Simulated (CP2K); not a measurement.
# C2F2 (SMILES FC#CF): a chain of runs

Wanted: energy and forces (PBE/cc-pVDZ), then energy and gradient (PBE/cc-pCVDZ), then energy and forces (PBE/cc-pVTZ), then energy and gradient (PBE/cc-pCVTZ) of C2F2. 

Program for the calculation: CP2K 2026.2.

## (1) The system as given

C2F2: 4 atoms, total charge 0, spin state singlet. SMILES: `FC#CF`. The coordinates come from a PBE0-D4/def2-TZVP relaxation.

Bond lengths: F1–C2 1.277 Å, C2–C3 1.184 Å, C3–F4 1.277 Å. Angles: F1–C2–C3 180.0°, C2–C3–F4 180.0°.

## (2) Energy and forces at PBE/cc-pVDZ (run 1)

The input, job.inp:

```
&GLOBAL
  PROJECT_NAME job
  RUN_TYPE ENERGY_FORCE
  PRINT_LEVEL MEDIUM
&END GLOBAL

&FORCE_EVAL
  METHOD QS
  &DFT
    BASIS_SET_FILE_NAME ./cc_pvdz.basis
    POTENTIAL_FILE_NAME POTENTIAL
    &QS
      METHOD GAPW
      EPS_DEFAULT 1.0E-10
    &END QS
    &MGRID
      CUTOFF 280
      REL_CUTOFF 50
      NGRIDS 4
    &END MGRID
    ! cluster boundary conditions
    &POISSON
      PERIODIC NONE
      POISSON_SOLVER WAVELET
    &END POISSON
    &SCF
      SCF_GUESS ATOMIC
      EPS_SCF 1.0E-06
      MAX_SCF 100
      ADDED_MOS 5
      &DIAGONALIZATION
        ALGORITHM STANDARD
      &END DIAGONALIZATION
      &MIXING
        METHOD DIRECT_P_MIXING
        ALPHA 0.4
      &END MIXING
    &END SCF
    ! exchange and correlation
    &XC
      &XC_FUNCTIONAL
        &GGA_X_PBE
        &END GGA_X_PBE
        &GGA_C_PBE
        &END GGA_C_PBE
      &END XC_FUNCTIONAL
    &END XC
    &PRINT
      &MOMENTS
        PERIODIC F
        REFERENCE COM
        MAX_MOMENT 1
      &END MOMENTS
      &MO ON
        ENERGIES T
        OCCUPATION_NUMBERS T
        NDIGITS 6
        &EACH
          QS_SCF 0
        &END EACH
        ADD_LAST NUMERIC
      &END MO
      &HIRSHFELD OFF
      &END HIRSHFELD
    &END PRINT
  &END DFT
  ! atoms, cell and kinds
  &SUBSYS
    &CELL
      ABC 11.9 11.9 11.9
      PERIODIC NONE
    &END CELL
    &COORD
      F     -0.136400     0.128000     1.852800
      C     -0.033700     0.030200     0.583200
      C      0.061400    -0.060400    -0.593400
      F      0.164100    -0.158200    -1.863000
    &END COORD
    &TOPOLOGY
      &CENTER_COORDINATES
      &END CENTER_COORDINATES
    &END TOPOLOGY
    &KIND F
      BASIS_SET cc-pVDZ
      POTENTIAL ALL
    &END KIND
    &KIND C
      BASIS_SET cc-pVDZ
      POTENTIAL ALL
    &END KIND
  &END SUBSYS
  &PRINT
    &FORCES ON
    &END FORCES
  &END PRINT
&END FORCE_EVAL
```

Launch:

```bash
$ OMP_NUM_THREADS=2 cp2k.psmp -i job.inp -o job.out
```

Output:

```text
CP2K| version string:                                       CP2K version 2026.2
[...]
 GLOBAL| Method name                                                        CP2K
[...]
 GLOBAL| Run type                                                   ENERGY_FORCE
[...]
 DFT| Spin restricted Kohn-Sham (RKS) calculation                            RKS
 DFT| Multiplicity                                                             1
[...]
 DFT| Charge                                                                   0
[...]
 FUNCTIONAL| GGA_X_PBE:
[...]
 FUNCTIONAL| GGA_C_PBE:
[...]
 QS| Method:                                                                GAPW
[...]
 QS| Density cutoff [a.u.]:                                                140.0
[...]
 QS| Relative density cutoff [a.u.]:                                        25.0
[...]
                             - Atoms:                                          4
[...]
                             - Spherical basis functions:                     56
[...]
 Number of electrons:                                                         30
[...]
     1 P_Mix/Diag. 0.40E+00    2.8     0.99693896      -276.2987584850 -2.76E+02
[...]
    14 DIIS/Diag.  0.11E-07    1.4     5.9940E-09      -275.4846811014 -1.88E-12
  *** SCF run converged in    14 steps ***
[...]
  Overlap energy of the core charge distribution:               0.00009284361516
  Self energy of the core charge distribution:               -267.35227260769875
  Core Hamiltonian energy:                                    -24.06788163123491
  Hartree energy:                                              40.67883348159007
  Exchange-correlation energy:                                -10.56787348364647
[...]
 ENERGY| Total FORCE_EVAL ( QS ) energy [hartree]           -275.484681101446085
[...]
```

Wall time 27 s (2 threads of Intel Xeon Platinum 8488C (Sapphire Rapids), shared host); peak memory 0.84 GiB.

## (3) Energy and forces at PBE/cc-pCVDZ (run 2)

The input, molecule.inp:

```
&GLOBAL
 PROJECT molecule
 RUN_TYPE ENERGY_FORCE
 PRINT_LEVEL MEDIUM
&END GLOBAL
&FORCE_EVAL
 METHOD QS
 &DFT
  BASIS_SET_FILE_NAME ./cc_pcvdz.basis
  POTENTIAL_FILE_NAME POTENTIAL
  &QS
   METHOD GAPW
   EPS_DEFAULT 1.0E-10
  &END QS
  &MGRID
   CUTOFF 280
   REL_CUTOFF 50
   NGRIDS 4
  &END MGRID
  &POISSON
   PERIODIC NONE
   POISSON_SOLVER WAVELET
  &END POISSON
  &SCF
   SCF_GUESS ATOMIC
   EPS_SCF 1.0E-06
   MAX_SCF 100
   ADDED_MOS 5
   &DIAGONALIZATION
    ALGORITHM STANDARD
   &END DIAGONALIZATION
   &MIXING
    METHOD DIRECT_P_MIXING
    ALPHA 0.4
   &END MIXING
  &END SCF
  &XC
   &XC_FUNCTIONAL
    &GGA_X_PBE
    &END GGA_X_PBE
    &GGA_C_PBE
    &END GGA_C_PBE
   &END XC_FUNCTIONAL
  &END XC
  &PRINT
   &MOMENTS
    PERIODIC F
    REFERENCE COM
    MAX_MOMENT 1
   &END MOMENTS
   &MO ON
    ENERGIES T
    OCCUPATION_NUMBERS T
    NDIGITS 6
    &EACH
     QS_SCF 0
    &END EACH
    ADD_LAST NUMERIC
   &END MO
   &HIRSHFELD OFF
   &END HIRSHFELD
  &END PRINT
 &END DFT
 &SUBSYS
  &CELL
   ABC 11.9 11.9 11.9
   PERIODIC NONE
  &END CELL
  &COORD
   F     -0.136400     0.128000     1.852800
   C     -0.033700     0.030200     0.583200
   C      0.061400    -0.060400    -0.593400
   F      0.164100    -0.158200    -1.863000
  &END COORD
  &TOPOLOGY
   &CENTER_COORDINATES
   &END CENTER_COORDINATES
  &END TOPOLOGY
  &KIND F
   BASIS_SET cc-pCVDZ
   POTENTIAL ALL
  &END KIND
  &KIND C
   BASIS_SET cc-pCVDZ
   POTENTIAL ALL
  &END KIND
 &END SUBSYS
 &PRINT
  &FORCES ON
  &END FORCES
 &END PRINT
&END FORCE_EVAL
```

Launch:

```bash
$ OMP_NUM_THREADS=2 cp2k.psmp molecule.inp > molecule.out
```

Output:

```text
CP2K| version string:                                       CP2K version 2026.2
[...]
 GLOBAL| Method name                                                        CP2K
[...]
 GLOBAL| Run type                                                   ENERGY_FORCE
[...]
 DFT| Spin restricted Kohn-Sham (RKS) calculation                            RKS
 DFT| Multiplicity                                                             1
[...]
 DFT| Charge                                                                   0
[...]
 FUNCTIONAL| GGA_X_PBE:
[...]
 FUNCTIONAL| GGA_C_PBE:
[...]
 QS| Method:                                                                GAPW
[...]
 QS| Density cutoff [a.u.]:                                                140.0
[...]
 QS| Relative density cutoff [a.u.]:                                        25.0
[...]
                             - Atoms:                                          4
[...]
                             - Spherical basis functions:                     72
[...]
 Number of electrons:                                                         30
[...]
     1 P_Mix/Diag. 0.40E+00    2.5     0.99163949      -276.2979210314 -2.76E+02
[...]
    14 DIIS/Diag.  0.26E-07    1.5     0.00000001      -275.4915689519 -1.99E-12
  *** SCF run converged in    14 steps ***
[...]
  Overlap energy of the core charge distribution:               0.00009284361516
  Self energy of the core charge distribution:               -267.35227260769875
  Core Hamiltonian energy:                                    -24.00229719341926
  Hartree energy:                                              40.65574561819055
  Exchange-correlation energy:                                -10.55317394005288
[...]
 ENERGY| Total FORCE_EVAL ( QS ) energy [hartree]           -275.491568951947158
[...]
```

Run time: 25 s. Hardware: 2 threads of Intel Xeon Platinum 8488C (Sapphire Rapids), shared host; peak memory 0.84 GiB.

Run 3 isn't shown in full; the table further down has it.

## (4) Energy and gradient at PBE/cc-pCVTZ (run 4)

The input, molecule.inp:

```
&GLOBAL
  PROJECT_NAME molecule
  RUN_TYPE ENERGY_FORCE
  PRINT_LEVEL MEDIUM
&END GLOBAL

&FORCE_EVAL
  METHOD Quickstep
  &DFT
    BASIS_SET_FILE_NAME ./cc_pcvtz.basis
    POTENTIAL_FILE_NAME POTENTIAL
    CHARGE 0
    MULTIPLICITY 1
    &QS
      METHOD GAPW
      EPS_DEFAULT 1.0E-10
    &END QS
    &MGRID
      CUTOFF 280
      REL_CUTOFF 50
      NGRIDS 4
    &END MGRID
    &POISSON
      PERIODIC NONE
      POISSON_SOLVER WAVELET
    &END POISSON
    &SCF
      SCF_GUESS ATOMIC
      EPS_SCF 1.0E-06
      MAX_SCF 100
      ADDED_MOS 5
      &DIAGONALIZATION
        ALGORITHM STANDARD
      &END DIAGONALIZATION
      &MIXING
        METHOD DIRECT_P_MIXING
        ALPHA 0.4
      &END MIXING
    &END SCF
    &XC
      &XC_FUNCTIONAL
        &GGA_X_PBE
        &END GGA_X_PBE
        &GGA_C_PBE
        &END GGA_C_PBE
      &END XC_FUNCTIONAL
    &END XC
    &PRINT
      &MOMENTS
        PERIODIC F
        REFERENCE COM
        MAX_MOMENT 1
      &END MOMENTS
      &MO ON
        ENERGIES T
        OCCUPATION_NUMBERS T
        NDIGITS 6
        &EACH
          QS_SCF 0
        &END EACH
        ADD_LAST NUMERIC
      &END MO
      &HIRSHFELD OFF
      &END HIRSHFELD
    &END PRINT
  &END DFT
  &SUBSYS
    &CELL
      ABC [angstrom] 11.9 11.9 11.9
      PERIODIC NONE
    &END CELL
    &COORD
      F     -0.136400     0.128000     1.852800
      C     -0.033700     0.030200     0.583200
      C      0.061400    -0.060400    -0.593400
      F      0.164100    -0.158200    -1.863000
    &END COORD
    &TOPOLOGY
      &CENTER_COORDINATES
      &END CENTER_COORDINATES
    &END TOPOLOGY
    &KIND F
      BASIS_SET cc-pCVTZ
      POTENTIAL ALL
    &END KIND
    &KIND C
      BASIS_SET cc-pCVTZ
      POTENTIAL ALL
    &END KIND
  &END SUBSYS
  &PRINT
    &FORCES ON
    &END FORCES
  &END PRINT
&END FORCE_EVAL
```

Launch:

```bash
$ OMP_NUM_THREADS=2 cp2k.psmp molecule.inp > molecule.out
```

Output:

```text
CP2K| version string:                                       CP2K version 2026.2
[...]
 GLOBAL| Method name                                                        CP2K
[...]
 GLOBAL| Run type                                                   ENERGY_FORCE
[...]
 DFT| Spin restricted Kohn-Sham (RKS) calculation                            RKS
 DFT| Multiplicity                                                             1
[...]
 DFT| Charge                                                                   0
[...]
 FUNCTIONAL| GGA_X_PBE:
[...]
 FUNCTIONAL| GGA_C_PBE:
[...]
 QS| Method:                                                                GAPW
[...]
 QS| Density cutoff [a.u.]:                                                140.0
[...]
 QS| Relative density cutoff [a.u.]:                                        25.0
[...]
                             - Atoms:                                          4
[...]
                             - Spherical basis functions:                    172
[...]
 Number of electrons:                                                         30
[...]
     1 P_Mix/Diag. 0.40E+00    2.5     1.04323013      -276.3692860425 -2.76E+02
[...]
    13 DIIS/Diag.  0.46E-06    1.1     0.00000064      -275.5843479364 -7.11E-12
  *** SCF run converged in    13 steps ***
[...]
  Overlap energy of the core charge distribution:               0.00009284361516
  Self energy of the core charge distribution:               -267.35227260769875
  Core Hamiltonian energy:                                    -23.91670884553097
  Hartree energy:                                              44.21668657979517
  Exchange-correlation energy:                                -12.67677705314580
[...]
 ENERGY| Total FORCE_EVAL ( QS ) energy [hartree]           -275.584347936400377
[...]
```

Run time: 23 s. Hardware: 2 threads of Intel Xeon Platinum 8488C (Sapphire Rapids), shared host; peak memory 0.85 GiB.

## (5) Overview of the runs

| run | level | energy (Eh) | dipole moment (D) | HOMO energy (eV) | LUMO energy (eV) | wall time |
| --- | --- | --- | --- | --- | --- | --- |
| 1 | PBE/cc-pVDZ | -275.484681 | 0.00 | -6.43 | 0.27 | 27 s |
| 2 | PBE/cc-pCVDZ | -275.491569 | 0.00 | -6.45 | 0.26 | 25 s |
| 3 | PBE/cc-pVTZ | -275.577795 | 0.00 | -6.69 | -0.15 | 23 s |
| 4 | PBE/cc-pCVTZ | -275.584348 | 0.00 | -6.69 | -0.15 | 23 s |

Convergence of the total energy of singlet C2F2 with the basis set, against the last point:

| basis set | from the last (mEh) | wall time |
| --- | --- | --- |
| cc-pVDZ | +99.667 | 27 s |
| cc-pCVDZ | +92.779 | 25 s |
| cc-pVTZ | +6.553 | 23 s |
| cc-pCVTZ | +0.000 | 23 s |

Convergence of the HOMO energy of singlet C2F2 with the basis set, against the last point:

| basis set | from the last (eV) | wall time |
| --- | --- | --- |
| cc-pVDZ | +0.2586 | 27 s |
| cc-pCVDZ | +0.2381 | 25 s |
| cc-pVTZ | +0.0028 | 23 s |
| cc-pCVTZ | +0.0000 | 23 s |

## (6) Summary of results

| quantity | value |
| --- | --- |
| run 4, PBE/cc-pCVTZ: total energy | -275.58435 Eh |
| run 4, PBE/cc-pCVTZ: dipole moment | 0.00 D |
| run 4, PBE/cc-pCVTZ: HOMO energy | -6.69 eV |
| run 4, PBE/cc-pCVTZ: LUMO energy | -0.15 eV |
| run 4, PBE/cc-pCVTZ: HOMO–LUMO gap | 6.54 eV |
| run 4, PBE/cc-pCVTZ: largest force on an atom | 0.767 eV/Å |

**Reading.** For the total energy of singlet C2F2 to stay within 10 mEh of the last point, cc-pVTZ is the first point of the series from which all later ones do (23 s against 23 s). For the HOMO energy of singlet C2F2 to stay within 0.1 eV of the last point, cc-pVTZ is the first point of the series from which all later ones do (23 s against 23 s). For the HOMO energy of singlet C2F2 to stay within 0.02 eV of the last point, cc-pVTZ is the first point of the series from which all later ones do (23 s against 23 s). The HOMO–LUMO gap runs from 6.53 eV (PBE/cc-pVTZ) to 6.71 eV (PBE/cc-pCVDZ). All runs together took 99 s, the longest 27 s.
